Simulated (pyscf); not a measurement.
# 1,1-elimination: `[NH2][AlH2]` → `[NH2][Al]` [singlet] + `[H][H]`

Gas phase, singlet surface, charge 0. Bonds broken: Al2–H5, Al2–H6. Bonds formed: H5–H6. PySCF, gas phase, ωB97X-D3(BJ)/def2-SVP geometries.

Transition state (Å):

```xyz
6

N     -1.5694    -0.8390    -0.4779
Al    -1.2067     0.8623    -0.1468
H     -1.0517    -1.6360    -0.1269
H     -2.3433    -1.1426    -1.0586
H      0.2632     0.6338     0.9274
H     -0.2147     1.8173     0.6200
```

One imaginary mode, 1555i cm⁻¹; descent along it reached the two sides named.

```json
[
 {"bond": "Al2–H5", "change": "breaks", "reactant side (Å)": "1.585", "saddle": "1.835", "product side": "3.5"},
 {"bond": "Al2–H6", "change": "breaks", "reactant side (Å)": "1.585", "saddle": "1.576", "product side": "3.2"},
 {"bond": "H5–H6", "change": "forms", "reactant side (Å)": "2.8", "saddle": "1.313", "product side": "0.761"}
]
```

Electronic energies relative to the reactant's lowest minimum found (kcal/mol):

| level | barrier | reaction energy | reverse barrier |
|---|---|---|---|
| ωB97X-D3(BJ)/def2-TZVP | 81.3 | +29.1 | 52.2 |
| PBE/def2-TZVP | 67.4 | +23.9 | 43.5 |
| r²SCAN/def2-TZVP | 72.5 | +28.8 | 43.7 |
| B3LYP-D3(BJ)/def2-TZVP | 74.7 | +24.9 | 49.8 |
| PBE0-D3(BJ)/def2-TZVP | 73.6 | +26.8 | 46.7 |
| M06-2X/def2-TZVP | 76.8 | +22.8 | 54.1 |
| ωB97M-D3(BJ)/def2-TZVP | 78.2 | +24.9 | 53.3 |
| HF/def2-TZVP | 93.3 | +28.5 | 64.8 |

With ωB97M-D3(BJ)/def2-TZVP energies and thermal terms (ideal gas, 1 atm, RRHO with modes under 100 cm⁻¹ raised to 100, one conformer, R ln 2 for chiral ones without a mode under 150 cm⁻¹), in kcal/mol:

| T (K) | ΔH‡ | ΔG‡ | ΔH | ΔG |
|---|---|---|---|---|
| 298 | 76.1 | 75.7 | +23.3 | +14.9 |
| 600 | 75.9 | 75.4 | +23.7 | +6.2 |
| 900 | 75.6 | 75.2 | +23.3 | -2.5 |
| 1200 | 75.1 | 75.1 | +22.6 | -10.9 |

One saddle was located; it need not be the lowest between these sides. One closed-shell reference is unstable to symmetry breaking; treat the single-reference values with care.
